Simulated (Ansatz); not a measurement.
NaCl (rock salt): values from a third-order Birch-Murnaghan fit to a volume scan beside measured ones. Computed values: PBE (plane waves to 420 eV, PAW, scalar-relativistic; Ansatz, a quantum-chemistry and plane-wave program). NaCl was relaxed with its symmetry unable to fall.

| quantity | reference | kind |
|---|---|---|
| Lattice constant a (Å) | 5.569 | measured, corrected to the static lattice |
| Bulk modulus B₀ (GPa) | 27.6 | measured, corrected to the static lattice |

References as given in: Daniel Mejia-Rodriguez, S. B. Trickey, Physical Review B (2018), arXiv:1807.09216.

Question: Estimate the PBE values and the sign and size of each difference.

Answer: 
```json
[
 {"quantity": "Lattice constant a (Å)", "PBE": "5.696", "difference": "+2.3 %"},
 {"quantity": "Bulk modulus B₀ (GPa)", "PBE": "23.6", "difference": "-14.4 %"}
]
```

PBE overestimates the lattice constant a by 2.3 %. PBE underestimates the bulk modulus B₀ by 14.4 %.

(A scan under strain: stresses follow from slopes of the energy per volume, elastic moduli from its curvatures.)
